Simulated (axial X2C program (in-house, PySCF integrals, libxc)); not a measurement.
# OPO: bond lengths and stretches, held linear

One table from this session's results is given with a row withheld; the runs are named, their logs left out.

Computed with an in-house X2C program for linear molecules on PySCF integrals. Level: all-electron X2C, two-component (2c) or spin-free, O dyall-av3z, P dyall-v3z.

All values are calculated.

1 further run of the same task is left out (set aside as unsound or not needed).

Set-up of the first run:

task.json reads:

```json
{
 "zs": [
  8,
  15,
  8
 ],
 "q": 0,
 "bas": [
  "dyall-av3z",
  "dyall-v3z",
  "dyall-av3z"
 ],
 "r0": [
  1.59,
  1.59
 ],
 "symm": 1,
 "scan": [
  "PBE0",
  "HF",
  "r2SCAN"
 ],
 "levels": [
  "PBE0",
  "HF",
  "LDA"
 ],
 "nst": 2
}
```

Keys: zs atomic numbers; q charge; bas basis sets; r0 starting distance in Å; symm equal bonds; scan levels of the two-bond scan; levels methods; nst determinants followed.

Launch:

```
python solin.py task.json out
```

Masses O 15.995, P 30.974, O 15.995 u.

Steps of the session up to this table: Scan at PBE0, 2c; Scan at r2SCAN, 2c; Scan at PBE0, spin-free.

One table of the session follows, with a row left open; its other results are not shown here.

```
            level  lower stretch (cm⁻¹)  upper stretch (cm⁻¹)
         PBE0, 2c                 995.7                1382.5
       r2SCAN, 2c                 962.6                1352.5
  PBE0, spin-free                     ?                     ?
r2SCAN, spin-free                 962.4                1352.4
```

Estimate the missing values for PBE0, spin-free.

As computed: lower stretch (cm⁻¹): 995.5; upper stretch (cm⁻¹): 1382.4. In the column «lower stretch (cm⁻¹)» it lies between r2SCAN, 2c (962.6) and PBE0, 2c (995.7).

Scans not shown above were run alike.

The molecule was held linear; bending was not examined, so a bent shape may lie lower.
